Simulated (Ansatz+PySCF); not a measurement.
The numbers below are computed, except where a source is named.
## Ansatz (development build ahead of 0.2.0) run

```yaml
crystal:
  periodic: [false, false, false]
  atoms:
    - { symbol: "N", position_ang: [0.0, 0.0, 0.0] }
    - { symbol: H, position_ang: [0.64203, 0.64203, 0.64203] }
    - { symbol: H, position_ang: [0.64203, -0.64203, -0.64203] }
    - { symbol: H, position_ang: [-0.64203, 0.64203, -0.64203] }
    - { symbol: H, position_ang: [-0.64203, -0.64203, 0.64203] }
basis:
  gaussian: { orbitals: def2-SVP }
total_charge: 1
magnetization:
  spin_polarized: true
hamiltonian:
  xc: hf
correlation:
  method: ccsd_t
  frozen_orbitals: { H: 0, "N": 1 }
scf:
  omitted_lower_state_checks: [stability, starts, atomic_configurations, cluster_reference, orbital_swaps, given_window_search, neighbouring_geometries, increment]
```

The input is written out in the form of the current development build from the run's settings.

Output:

```json
{"Converged": "yes", "Reference energy": "-56.47276 hartree", "CCSD correlation energy": "-0.21270 hartree", "Triples correction": "-0.00430 hartree", "Total energy": "-56.68976 hartree", "Spin squared of the determinant": "0.000", "Largest doubles amplitude": "0.04", "Occupied orbitals by symmetry in an Abelian subgroup (alpha; beta)": "3 A1 1 B1 1 B2; 3 A1 1 B1 1 B2"}
```
